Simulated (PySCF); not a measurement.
Where the electron goes

Species: AlFH₅N.
SMILES with atom numbers: `[NH3+:1][AlH2-:2][F:3]` (hydrogens: H4, H5, H6 on N1; H7, H8 on Al2)

Structure used (PBE0-D3(BJ)/def2-SVP), in Å, numbered top down from 1:
```
atom  x, y, z in Å
N1    -0.9787    0.1282   -0.0295
Al2    1.0740    0.1089    0.1200
F3     1.2370    1.7560    0.4642
H4    -1.4000    0.4484    0.8443
H5    -1.2753    0.7734   -0.7639
H6    -1.3747   -0.7879   -0.2457
H7     1.4738   -0.3280   -1.3646
H8     1.2757   -0.8766    1.3617
```

Theory: TDDFT B3LYP/def2-SVPD, vertical, gas phase, core orbitals frozen in the response in PySCF 2.14.0, density-fitted response routines.

Frontier orbitals with the atoms that hold most of them (Löwdin shares over 4%, at most four atoms; ? is withheld):

```csv
orbital,ε (eV),atoms
LUMO+2,0.95,"Al2 51%, H6 13%, N1 10%, H7 8%"
LUMO+1,0.54,"Al2 55%, H7 10%, H8 10%, F3 10%"
LUMO,?,?
HOMO,-7.40,"Al2 35%, H7 28%, H8 28%, F3 6%"
HOMO-1,-8.73,?
HOMO-2,-10.08,"F3 85%, Al2 7%"
HOMO-3,-10.19,"F3 90%, Al2 7%"
```

**Question.** Give the leading atoms of the HOMO-1.

**Answer.** Al2 (bonded to F, N and 2 H) 33%; H8 (bonded to Al) 21%; H7 (bonded to Al) 21%; F3 (bonded to Al) 12%. By element: hydrogen 42% or more, aluminium 33%, fluorine 12%.

**Question.** Give the leading atoms of the LUMO.

**Answer.** Al2 (bonded to F, N and 2 H) 25%; N1 (bonded to Al and 3 H) 19%; H6 (bonded to N) 17%; H4 (bonded to N) 15%. By element: hydrogen 32% or more, aluminium 25%, nitrogen 19%.

**Question.** What is the LUMO energy, and the HOMO–LUMO gap?

**Answer.** ε(LUMO) = -0.83 eV; the gap is 6.57 eV (0.2415 hartree).

**Question.** How does S1 compare with the orbital gap of 6.57 eV?

**Answer.** S1 is at 5.75 eV (f = 0.0042), 0.82 eV below the gap, made of HOMO→LUMO (99%). 

**Question.** One configuration dominates each of S1, S2 and S3. Which, and how do the shares of the two leading atoms of either orbital change from the occupied to the empty one?

**Answer.** 
- S1 (5.75 eV, f 0.0042), HOMO→LUMO (99%): Al2 35% → 25%, H7 28% → at most 16%, N1 at most 3% → 19%
- S2 (6.89 eV, f 0.0040), HOMO→LUMO+1 (98%): Al2 35% → 55%, H7 28% → 10%
- S3 (7.14 eV, f 0.106), HOMO-1→LUMO (99%): Al2 33% → 25%, H8 21% → at most 16%, N1 at most 13% → 19%

Löwdin shares depend on the basis, the more so with diffuse functions.

The run took 7.7 s on x86-64 server, one thread (shared host).
